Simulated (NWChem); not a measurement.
Species: CN anion

Computed with NWChem. Pople sets run with spherical d functions. Sets without diffuse functions describe the anion's extra electron poorly. Coordinates come from a B3LYP/def2-SVPD optimisation. The highest occupied level is positive in some or all of these runs, so the extra electron may be held by the finite basis. Total energies compare along this basis series because the functional is fixed.

```csv
level,basis functions,energy (Ha),highest occupied level (eV),orbital gap (eV)
TPSS/STO-3G,10,-91.5096,7.39,7.89
TPSS/3-21G,18,-92.3054,2.43,7.19
TPSS/6-31G*,28,-92.8333,1.74,7.22
TPSS/6-31+G*,36,-92.8718,-0.05,5.18
TPSS/6-311G**,36,-92.8759,1.00,7.22
TPSS/6-311++G**,44,-92.8960,-0.09,5.17
```
